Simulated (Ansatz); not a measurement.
**SiF2 (triplet): from Hartree-Fock to the top rungs, cc-pVDZ**

The task here is to estimate one member of a computed series from the others.

The runs use Ansatz 0.2.0, Gaussian basis; cc-pVDZ, core rule «outside noble gas», up to 7 orbitals frozen.

To be run: UHF; CCSD(T) on ROHF; CCSD(T) on UHF; BCCD(T) on ROHF; CISD as a restricted active space (open shells left free, so some higher excitations enter); CCSDT(Q) on ROHF; CCSDT(Q) on UHF; CASSCF and MRCISD+Q, 14 electrons in 10 orbitals; CASSCF and NEVPT2, 14 electrons in 10 orbitals.

37 further runs of the same task are left out: 9 for a known fault of the program, 11 that didn't finish, 17 set aside as unsound or not needed. Runs told in other sessions of the task aren't counted.

**The system**

The geometry is a PBE0/def2-TZVP stationary point (not a proven minimum).

3 atoms, charge 0, spin multiplicity 3.

Atoms are counted from 1 here; the program's logs count them from 0.

Bond lengths: F1–Si2 1.598 Å, Si2–F3 1.598 Å. Angles: F1–Si2–F3 113.7°.

Set-up of the first run:

Contents of in.yaml:

```yaml
crystal:
  periodic: [false, false, false]
  atoms:
    - {symbol: F, position_ang: [0.000000, -0.371280, 1.337507]}
    - {symbol: Si, position_ang: [0.000000, 0.502304, 0.000000]}
    - {symbol: F, position_ang: [0.000000, -0.371280, -1.337507]}
basis:
  gaussian: {orbitals: cc-pVDZ}
magnetization: {spin_polarized: true, initial_magnetization: 2}
hamiltonian: {xc: hf}
output: {orbitals: {seedname: orbitals}}
```

The run is started by

```console
$ ansatz run in.yaml --threads 1 --pin off --events-out ev --progress --plain --max-ram 2393MiB
```

Steps of the session up to this table: UHF; CCSD(T) on ROHF; CCSD(T) on UHF; BCCD(T) on ROHF; CISD as a restricted active space (open shells left free, so some higher excitations enter); CCSDT(Q) on ROHF; CCSDT(Q) on UHF; CASSCF and MRCISD+Q, 14 electrons in 10 orbitals; CASSCF and NEVPT2, 14 electrons in 10 orbitals.

One of the session's tables, all rows but one given; the rest of the session is left out.

```
          method  from UCCSDT(Q) (kJ/mol)
            ROHF                  +1170.6
             UHF                  +1167.2
            RMP2                    +42.9
            UMP2                    +42.3
            CISD                   +112.6
           RCCSD                    +23.9
           UCCSD                    +23.9
        RCCSD(T)                     +4.3
        UCCSD(T)                        ?
         BCCD(T)                     +3.7
          RCCSDT                     +2.7
          UCCSDT                     +2.6
       RCCSDT(Q)                     +0.4
       UCCSDT(Q)                        0
  CASSCF valence                  +1051.3
  NEVPT2 valence                   +106.0
  MRCISD valence                    +89.0
MRCISD+Q valence                    +16.7
```

**Question.** Estimate the row for UCCSD(T).

As computed: from UCCSDT(Q) (kJ/mol): +4.2. In the column «from UCCSDT(Q) (kJ/mol)» it lies between BCCD(T) (+3.7) and RCCSD(T) (+4.3).

With the free atoms at the same levels and basis (separate runs), the atomisation energy is 7.653 eV at UCCSDT(Q), 7.634 eV at RCCSD(T), 7.632 eV at UCCSD(T), 5.885 eV at ROHF.

To keep in mind: Restricted and unrestricted rows rest on different reference determinants; a gap between their highest levels can come from leftover correlation error, from unlike frozen cores or from another state.
